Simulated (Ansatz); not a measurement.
A made-up structure of Al2H5S (charge +1), closed shell:

```
atom    x (Å)    y (Å)    z (Å)
 Al1  -1.4522   1.0750  -0.8806
  S2   0.7333   0.3752  -0.5100
 Al3   1.0586  -1.4837   0.8472
  H4  -2.2988  -0.1594  -1.3211
  H5  -1.5710   2.6084  -0.6187
  H6   1.2689   1.3831   0.2043
  H7   2.1352  -1.1684   1.9315
  H8   0.7765  -0.9741  -0.3454
```

It is relaxed with PBE-D4/def2-SVP and then PBE0-D4/def2-TZVP (Ansatz 0.2.0). Atoms count as bonded within 1.22 times the sum of their covalent radii (H–H: 0.88 Å). The end point is not checked to be a true minimum.

Question: Does its bonding change? (Judge from chemistry; the calculation decides.)

Answer: By the calculation: Yes. Formed: none; broken: S2–H8.

Where it ends: The first stage lowers the energy by 5.13 eV in 15 steps. It ends as Al₂H₅S ([AlH2][SH][AlH2]), total charge +1:
```json
{"atom": "Al1", "x (Å)": "-1.4125", "y (Å)": "1.2691", "z (Å)": "-0.9175"}
{"atom": "S2", "x (Å)": "0.8018", "y (Å)": "0.7059", "z (Å)": "-0.4896"}
{"atom": "Al3", "x (Å)": "1.2234", "y (Å)": "-1.2865", "z (Å)": "0.6312"}
{"atom": "H4", "x (Å)": "-2.1163", "y (Å)": "0.0450", "z (Å)": "-1.5814"}
{"atom": "H5", "x (Å)": "-1.6838", "y (Å)": "2.7368", "z (Å)": "-0.4624"}
{"atom": "H6", "x (Å)": "1.1986", "y (Å)": "1.6471", "z (Å)": "0.3872"}
{"atom": "H7", "x (Å)": "2.1997", "y (Å)": "-1.0290", "z (Å)": "1.8208"}
{"atom": "H8", "x (Å)": "0.4397", "y (Å)": "-2.4322", "z (Å)": "-0.0813"}
```

Labels in which every atom is bracketed show which atoms are joined, not bond orders.

For scale, one of the runs: PBE0-D4/def2-TZVP relaxation, 141 basis functions, launched by `ansatz run in.yaml --threads 2 --pin off --events-out ev --progress --plain --max-ram 4352MiB`. The run took about 12 s on 2 CPU threads of an Intel Xeon 6975P-C (shared host).
